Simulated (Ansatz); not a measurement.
Two isomers of C7H16: A = `CCC(CC)CC`, B = `CC(C)C(C)(C)C`.

Calculated with Ansatz (gas phase, PBE0-D4/def2-TZVP geometries, no zero-point term in ΔE). CCSD(T)/CBS adds triple-zeta CCSD(T) − MP2 to the extrapolated MP2 energy (def2 sets, frozen cores). DFT in def2-TZVPP. B3LYP here is the variant with VWN-RPA as its local correlation; programs differ in this. One conformer a species, not always the lowest.

(1) Which is lower in electronic energy at CCSD(T)/CBS, and by how much? (Best estimate.)

(2) Give E(B) − E(A) in kJ/mol with CCSD(T)/def2-SVP, ωB97M-V, B3LYP-D4, HF/def2-TZVPP, r2SCAN-D4, CCSD(T)/def2-TZVPP, B2PLYP. (Estimate.)

Largest T1 diagnostic: 0.009.

Results:

(1) Computed: B, by 11.9 kJ/mol.

(2) Ansatz gave: CCSD(T)/def2-SVP -11.6, ωB97M-V -10.6, B3LYP-D4 -5.9, HF/def2-TZVPP 7.3, r2SCAN-D4 -9.6, CCSD(T)/def2-TZVPP -12.5, B2PLYP -3.8. The order is the other way round with HF/def2-TZVPP.

The D4 term adds −10.3 kJ/mol with B3LYP and −5.4 kJ/mol with PBE0; it sums over pairs of atoms, weighted by their polarisabilities, and B3LYP, whose exchange is more repulsive, gets the larger term. From BLYP to BHLYP (50 % exact exchange), in def2-TZVPP and without D4, E(B) − E(A) moves by −5.2 kJ/mol.
